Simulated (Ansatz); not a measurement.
AlSiH7, closed shell: at the start structure of a reaction step.

The input file, in.yaml:

```yaml
crystal:
  periodic: [false, false, false]
  atoms:
    - {symbol: Al, position_ang: [-0.694133, -0.949977, -1.174391]}
    - {symbol: H, position_ang: [0.239621, -1.113103, -2.450030]}
    - {symbol: H, position_ang: [-0.692424, -2.067027, -0.040506]}
    - {symbol: H, position_ang: [-1.836139, 0.158750, -1.162469]}
    - {symbol: H, position_ang: [0.717083, 0.182877, -0.365323]}
    - {symbol: Si, position_ang: [0.578736, 0.806383, 1.007586]}
    - {symbol: H, position_ang: [0.693284, 2.265733, 0.789495]}
    - {symbol: H, position_ang: [-0.721954, 0.436841, 1.601166]}
    - {symbol: H, position_ang: [1.716127, 0.279525, 1.794475]}
basis:
  gaussian: {orbitals: def2-TZVPP}
correlation: {method: ccsd_t}
```

Launched with

```bash
ansatz run in.yaml --threads 2 --pin off --events-out ev --progress --plain --max-ram 4352MiB
```

What Ansatz 0.2.0 printed:

```
Functional definition: HF
  name "HF"
  cite "Fock, Z. Phys. 61, 126 (1930) doi:10.1007/BF01340294"
  parent pbe
  exchange = exact_x
  correlation = 0
1011 factors; integrals over basis functions are off by at most 1.9e-3 eV
mean field evaluation 1: about -14553.8667 eV, gradient 1.5e1 eV
mean field evaluation 2: about -14553.9811 eV, gradient 1.5e1 eV
mean field evaluation 4: about -14555.3677 eV, gradient 8.4e-1 eV
mean field evaluation 8: about -14555.3645 eV, gradient 3.4e-2 eV
mean field evaluation 16: about -14555.2135 eV, gradient 8.0e-1 eV
mean field -14555.36445252 eV, -534.8997776498 hartree, gradient 5.8e-6 eV, S^2 0.000000; 0 other end points of the search recorded, 0 dependent functions left out
10 core orbitals not correlated: weight in the atoms' cores, before any rotation towards them, 1.000 or more for the frozen orbitals, at most 0.000 for the correlated occupied ones
reference -14555.36445252 eV, -534.8997776498 hartree; 7, 7 occupied and 165, 165 virtual orbitals, 1011 factors
second order -6.67549490 eV of doubles, -0.00000000 eV of singles
cycle   1  -7.70700287 eV  change    -1.0e0 eV  update   7.5e-2
cycle   2  -8.09698845 eV  change   -3.9e-1 eV  update   2.5e-2
cycle   3  -8.10835967 eV  change   -1.1e-2 eV  update   5.7e-3
cycle   4  -8.10565192 eV  change    2.7e-3 eV  update   2.0e-3
cycle   5  -8.10500881 eV  change    6.4e-4 eV  update   6.0e-4
cycle   6  -8.10496148 eV  change    4.7e-5 eV  update   1.7e-4
cycle   7  -8.10499250 eV  change   -3.1e-5 eV  update   4.9e-5
cycle   8  -8.10500745 eV  change   -1.5e-5 eV  update   1.6e-5
perturbative correction -0.17786376 eV, -0.0065363727 hartree
Total energy: -14563.64732373 eV, -535.2041675524 hartree
```

The lines “mean field evaluation” count trial sets of orbitals through the whole run, from several starts and some on an approximate energy, so they need not fall steadily or lie above the final value.

Hardware: 2 CPU threads of an Intel Xeon 6975P-C, shared host. Wall time 8.5 s; peak host memory 1.8 GiB.
